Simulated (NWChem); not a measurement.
**disilane (H6Si2)**

```xyz
8

Si     1.1759     0.0521     0.0000
Si    -1.1759    -0.0521     0.0000
H      1.6663     0.7806     1.2230
H      1.6663     0.7806    -1.2230
H      1.7601    -1.3356     0.0000
H     -1.6663    -0.7806     1.2230
H     -1.6663    -0.7806    -1.2230
H     -1.7601     1.3356     0.0000
```
Charge 0, spin multiplicity 1.

All runs are NWChem calculations. Structure: optimised with PBE/def2-SVP, a minimum by its harmonic frequencies.

Symmetry labels belong to the abelian group C2h used in the runs, with the axes of the coordinates shown; states degenerate in a higher group split over its labels.

Task: List the lowest 6 singlet excitations that TD-PBE/aug-cc-pVDZ gives, with oscillator strengths.

Result: 
```tsv
state	symmetry	energy (eV)	wavelength (nm)	f
1	ag	6.69	185	0.000
2	bu	7.00	177	0.326
3	bu	7.12	174	0.014
4	au	7.12	174	0.014
5	bg	7.44	167	0.000
6	ag	7.44	167	0.000
```
